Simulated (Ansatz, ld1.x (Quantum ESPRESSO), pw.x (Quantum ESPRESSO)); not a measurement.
**Hf (Z = 72): does the TM potential hold in the solid?**

* Element: Hf (Z = 72)
* Generator: ld1.x (Quantum ESPRESSO) 7.5
* Type: norm-conserving Troullier–Martins (Kleinman–Bylander form)
* Functional: PBEsol
* Relativity: scalar-relativistic
* Frozen core: [Xe] 4f14
* Valence charge: 4
* Reference configuration: 5d2 6s2 6p0
* Partial waves: 6p (bound, empty): rc 3.80 bohr; 5d (bound): rc 2.45 bohr; 6s (bound): rc 2.90 bohr
* Local potential: the s channel
* Core correction: Bessel-smoothed model core inside 2.50 bohr

Atomic tests: cutoffs needed: 21 Ry and 30 Ry (the cutoffs (Ry, on a coarse ladder) from which the occupation-weighted sum of valence levels, in a spherical-Bessel basis at the reference potential, stays within 10 and 1 mRy of its value at 400 Ry); ghost test: no extra level below or beside the all-electron valence levels (p, d, s, f tested) (spherical-Bessel basis up to 400 Ry, 20 bohr box); largest excitation error: -297 meV (all-electron minus pseudo) for 5d1 6s0 6p0, out of 7 test configurations.

Crystal test: bcc Hf in pw.x 7.5, no spin, 13³ k-points, Fermi–Dirac smearing 0.01 Ry, cutoffs 50/200 Ry. The reference is all-electron LAPW (Ansatz 0.2.0) with the same functional, mesh and smearing; V0 and B0 come from Birch–Murnaghan fits to the pressures at five volumes. Errors are pseudo minus all-electron; Δ is the rms difference of the E(V) curves that follow from these fits, minima aligned, over ±6 % about the mean V0. Mesh and smearing are coarse, so the numbers serve the comparison and aren't converged zero-temperature values; the lattice is a test structure that the element need not adopt.

All-electron: a0 = 3.497 Å (V0 = 21.39 Å³/atom), B0 = 103.7 GPa.

Q: How far does the potential miss the all-electron equation of state?

A: mean pressure error (GPa): +2.14; a0 (Å): 3.519; a0 error (%): +0.61; B0 error (%): +6.4; Δ (meV/atom): 9.4. The largest radius (3.80 bohr) exceeds half the bond length (2.86 bohr), so the spheres overlap, which is one possible source of error among others. This is a poor potential for the solid.

```tsv
V (Å³/atom)	P all-electron (GPa)	P pseudo (GPa)
20.302	5.88	8.74
20.836	2.84	5.29
21.370	0.10	2.19
21.904	-2.37	-0.59
22.439	-4.60	-3.10
```

Q: At the middle volume, how do free energy and pressure move when the wave cutoff is lowered (ecutrho kept at four times it)?

A:

```
cutoff (Ry)  shift of F (meV/atom)  shift of P (GPa)
         22                  +76.9             -3.44
         30                   +1.5             -0.04
         40                   +0.7             -0.01
```

The run at the middle volume (84 k-points, 7 iterations) took about 4.2 s on one core of a shared host (Neoverse-V2, 48 threads, 185 GiB, load 23).
